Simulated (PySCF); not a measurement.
A PySCF script (with the pyscf-properties extension) for the NMR shieldings of methyl ethyl disulfide, C3H8S2, on a GFN2-xTB geometry:

```python
import basis_set_exchange as bse
import numpy as np
from pyscf import gto, dft
from pyscf.prop import nmr

atoms = """
C    -2.022670    0.266196   -0.530603
C    -1.099823   -0.791285    0.035547
S    -0.115385   -0.155199    1.450059
S     1.057664    1.248971    0.579892
C     2.533620    0.285019    0.104885
H    -1.447405    1.119607   -0.885801
H    -2.590656   -0.142189   -1.364086
H    -2.716456    0.611398    0.232385
H    -0.401190   -1.163169   -0.713779
H    -1.654583   -1.628775    0.455509
H     3.243608    0.997171   -0.300798
H     2.265616   -0.447940   -0.649741
H     2.943271   -0.199317    0.985059
"""
names = dict.fromkeys(["C", "S", "H"], "pcSseg-1")
basis = {el: gto.basis.parse(bse.get_basis(n, elements=[el], fmt="nwchem")) for el, n in names.items()}
mol = gto.M(atom=atoms, basis=basis, charge=0, verbose=0)
mf = dft.RKS(mol, xc="PBE0")
mf.grids.level = 2
mf.grids.alignment = dft.numint.BLKSIZE   # the property module wants whole blocks of grid points
mf.conv_tol = 1e-9
mf.kernel()

calc = nmr.RKS(mf)   # GIAO
C = mf.mo_coeff
Co = C[:, mf.mo_occ > 0]
resp = mf.gen_response(singlet=True, hermi=2)
def vind(x):   # induced exchange potential for any number of trial vectors
    d = np.einsum("pi,xij,qj->xpq", C, 2 * x.reshape(-1, C.shape[1], Co.shape[1]), Co, optimize=True)
    return np.einsum("xpq,pi,qj->xij", resp(d - d.transpose(0, 2, 1)), C, Co, optimize=True).ravel()
mo1, _ = nmr.rhf.solve_mo1(calc, with_cphf=vind)
sigma = calc.kernel(mo1)
for i, s in enumerate(sigma):   # ppm
    w = np.linalg.eigvalsh((s + s.T) / 2)
    print("%2d %-2s iso %8.1f  s11 %8.1f  s22 %8.1f  s33 %8.1f" % (i, mol.atom_pure_symbol(i), w.mean(), *w))
```

**Question.** Give the expected output.

**Answer.** 
```
 0 C  iso    170.8  s11    150.5  s22    174.4  s33    187.7
 1 C  iso    150.5  s11    132.5  s22    147.3  s33    171.7
 2 S  iso    414.4  s11    287.1  s22    380.3  s33    575.7
 3 S  iso    519.5  s11    332.4  s22    481.3  s33    744.7
 4 C  iso    160.0  s11    128.1  s22    163.3  s33    188.5
 5 H  iso     29.8  s11     24.5  s22     31.1  s33     33.6
 6 H  iso     30.5  s11     25.5  s22     27.4  s33     38.6
 7 H  iso     30.7  s11     26.5  s22     28.4  s33     37.2
 8 H  iso     29.2  s11     23.3  s22     29.5  s33     34.9
 9 H  iso     29.6  s11     23.8  s22     27.7  s33     37.1
10 H  iso     30.0  s11     24.7  s22     26.4  s33     38.8
11 H  iso     29.3  s11     23.7  s22     28.6  s33     35.5
12 H  iso     29.5  s11     24.8  s22     27.4  s33     36.2
```

These numbers come from an equivalent density-fitted implementation of the same equations, which agrees with the script to about 0.01 ppm for H and up to a few tenths of a ppm for heavy atoms, so last digits may differ.

**Question.** Turn these shieldings into chemical shifts. Scale: ¹³C (186.93 ppm) and ¹H (31.72 ppm) vs TMS; CS2 for ³³S (503.73 ppm) (reference shieldings calculated alike).

**Answer.** Averaging equivalent atoms: C 1: 36.4; C 4: 27.0; C 0: 16.1; S 2: 89; S 3: -16; H 8/9: 2.34; H 10/11/12: 2.14; H 5/6/7: 1.40 ppm. 

Size and cost of the density-fitted run: 139 basis functions, roughly 30 core-seconds.
